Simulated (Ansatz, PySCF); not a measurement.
Reaction (SMILES): [OH] (HO) → [OH+] (triplet) + e-
Each molecule is optimised on its own at B3LYP-D3(BJ)/def2-TZVP (Ansatz, a first-principles code).

Property: adiabatic ionisation energy (0 K, with B3LYP-D3(BJ) harmonic zero-point energies from PySCF), in eV. Cores are frozen in the correlated levels unless marked. Open shells are spin-unrestricted. No spin-orbit coupling. Non-relativistic. FCI takes restricted orbitals. CBS(X,Y): correlation extrapolated as X^-3; Hartree-Fock from the larger set (for Q and 5 zeta extrapolated as (X+1)exp(-9√X)).

Measured: 13.02 eV (CCCBDB table in ASE); it holds spin-orbit effects, which all levels lack. This is an older compilation, not checked against later work.

| level | program | adiabatic ionisation energy (eV) | error against measurement |
|---|---|---|---|
| r2SCAN/def2-TZVPD | Ansatz | 13.00 | -0.02 |
| r2SCAN-D4/def2-TZVPD | Ansatz + dftd4 | 13.00 | -0.02 |
| B3LYP-D3(BJ)/def2-TZVPD | Ansatz + dftd3 | 13.20 | 0.18 |
| PBE0/6-31G* | Ansatz | 12.72 | -0.30 |
| PBE0-D3(BJ)/def2-TZVP | Ansatz + dftd3 | 12.92 | -0.10 |
| r2SCANh/def2-TZVPD | Ansatz | 12.95 | -0.07 |
| LC-wPBE-D3(BJ)/def2-TZVPD | Ansatz + dftd3 | 13.19 | 0.17 |
| CCSD/STO-3G | Ansatz | 8.70 | -4.32 |
| CCSD/aug-cc-pVTZ | Ansatz | 12.79 | -0.23 |
| CCSD/CBS(def2-TZVPP,def2-QZVPP) | Ansatz | 12.92 | -0.10 |
| CCSD(T)/aug-cc-pVTZ | Ansatz | 12.86 | -0.16 |
| CCSD(T)/def2-TZVPP | Ansatz | 12.76 | -0.26 |
| CCSD(T)/aug-cc-pVQZ | Ansatz | 12.94 | -0.08 |
| FCI/STO-3G | Ansatz | 8.70 | -4.32 |
| CCSD(T)/CBS(cc-pVQZ,cc-pV5Z) | Ansatz | 13.01 | -0.01 |
